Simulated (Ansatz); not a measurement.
Input file:

```yaml
crystal:
  periodic: [false, false, false]
  atoms:
    - {symbol: C, position_ang: [0.000000, 0.000000, -2.225421]}
    - {symbol: Al, position_ang: [0.000000, 0.000000, -0.280093]}
    - {symbol: Ga, position_ang: [0.000000, 0.000000, 2.505514]}
basis:
  gaussian: {orbitals: cc-pVTZ}
magnetization: {spin_polarized: false}
correlation: {method: ccsdt_q, electrons: outside_noble_gas}
```

```sh
$ ansatz run in.yaml --threads 2 --pin off --events-out ev --progress --plain --max-ram 24576MiB --backend cuda --devices 0, --max-vram 18GiB
```

Log:

```
1248 factors; integrals over basis functions are off by at most 1.8e-7 eV
mean field evaluation 1: about -59929.1391 eV, gradient 4.7e1 eV
mean field evaluation 2: about -59929.2199 eV, gradient 4.7e1 eV
mean field evaluation 4: about -59938.2372 eV, gradient 1.5e1 eV
mean field evaluation 8: about -59940.3155 eV, gradient 1.3e0 eV
mean field evaluation 16: about -59940.3376 eV, gradient 1.5e-6 eV
mean field evaluation 32: about -59942.4702 eV, gradient 3.0e-6 eV
mean field evaluation 64: about -59936.8534 eV, gradient 8.5e0 eV
mean field evaluation 96: about -59938.4688 eV, gradient 7.3e-1 eV
mean field evaluation 128: about -59932.6015 eV, gradient 3.1e1 eV
mean field evaluation 160: about -59938.3528 eV, gradient 2.8e1 eV
...
cycle  65  -8.05737631 eV  change   -1.1e-6 eV  update   2.4e-6
cycle  66  -8.05737775 eV  change   -1.4e-6 eV  update   2.1e-6
cycle  67  -8.05737915 eV  change   -1.4e-6 eV  update   1.9e-6
cycle  68  -8.05738018 eV  change   -1.0e-6 eV  update   1.8e-6
cycle  69  -8.05738145 eV  change   -1.3e-6 eV  update   1.5e-6
cycle  70  -8.05738153 eV  change   -8.2e-8 eV  update   1.3e-6
cycle  71  -8.05738152 eV  change    1.6e-8 eV  update   1.2e-6
cycle  72  -8.05738160 eV  change   -8.2e-8 eV  update   9.8e-7
cycle  73  -8.05738130 eV  change    3.0e-7 eV  update   8.4e-7
cycle  74  -8.05738190 eV  change   -6.1e-7 eV  update   7.2e-7
perturbative correction -0.11180592 eV, -0.0041087918 hartree
Total energy: -59950.63933825 eV, -2203.1453596779 hartree
```

Ran on 2 threads of AMD EPYC 7R13 with a shared H100 80 GB, shared host: 55 s wall, 1.1 GiB peak host memory.
